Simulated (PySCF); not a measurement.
**CH₃: relaxation and vibrations of the doublet**

Where does doublet CH₃ go from a trigonal pyramidal start, is the end point a minimum, and what are its modes, charges and moments?

The runs use PySCF 2.14.0; PBE0, basis C def2-TZVP, H def2-TZVP, no relativity, density fitting.

## Step 1: The system as given

4 atoms, charge 0, spin multiplicity 2.

Bond lengths: C1–H2 1.070 Å, C1–H3 1.070 Å, C1–H4 1.070 Å. Angles: H2–C1–H3 99.8°, H2–C1–H4 99.8°, H3–C1–H4 99.8°.

```xyz
4
charge 0 multiplicity 2
C     0.0000    0.0000    0.0000
H     0.9448    0.0000    0.5023
H    -0.4724    0.8182    0.5023
H    -0.4724   -0.8182    0.5023
```

## Step 2: First SCF at the start

The steps below are one call of a driver around PySCF. For each, scf.py gives the equivalent set-up of the SCF; relaxations use the driver's own optimiser. After this first run the driver tries any further starts and a stability analysis.

scf.py reads:

```python
from pyscf import gto, scf, dft
mol = gto.M(atom='''
C      0.000000     0.000000     0.000000
H      0.944800     0.000000     0.502300
H     -0.472400     0.818200     0.502300
H     -0.472400    -0.818200     0.502300''',
    basis={'C': 'def2-TZVP', 'H': 'def2-TZVP'},
    charge=0, spin=1)
mf = dft.UKS(mol, xc='PBE0')
mf.grids.atom_grid = (50, 194)
aux = {'C': 'def2-universal-JKFIT', 'H': 'def2-universal-JKFIT'}
mf = mf.density_fit(auxbasis=aux)
mf.conv_tol = 1e-08
mf.diis_space = 10
mf.max_cycle = 60
mf.init_guess = 'minao'
mf.verbose = 4
mf.kernel()
```

Run with:

```bash
OMP_NUM_THREADS=2 python axn.py task.json out
```

The runs that follow: Relaxation: trigonal pyramidal start, doublet; Vibrations and properties at this point.

**Question.** What will these runs give? Wanted: minimum; geometry; wavenumbers; dipole moment; highest occupied, lowest empty level; polar-tensor charge of C1; zero-point energy; atomisation energy; ⟨S²⟩.

**Answer**, as computed:

| quantity | value |
| --- | --- |
| minimum | doublet, D3h |
| geometry | C–H 1.080 Å (×3); H–C–H 120.0° (×3) |
| wavenumbers (cm⁻¹) | 526 (a2''), 1401 (e'), 3130 (a1'), 3314 (e') |
| dipole moment | 0.00 D |
| highest occupied, lowest empty level (either spin) | -6.81, -1.50 eV |
| polar-tensor charge of C1 | -0.15 e |
| zero-point energy | 78.3 kJ/mol |
| entropy at 298.15 K | 194.6 J/(mol K) |
| atomisation energy (no zero-point energy) | 1288 kJ/mol |
| ⟨S²⟩ | 0.755 |

**Reading.** The trigonal pyramidal start (C3v) ends in a minimum of D3h symmetry. In the infrared the band at 526 cm⁻¹ (a2'', bend) leads. Most of the spin sits on C1 (Mulliken spin 1.13, against 1 for the whole molecule). Other starts or spin states, not run here, may lie lower.
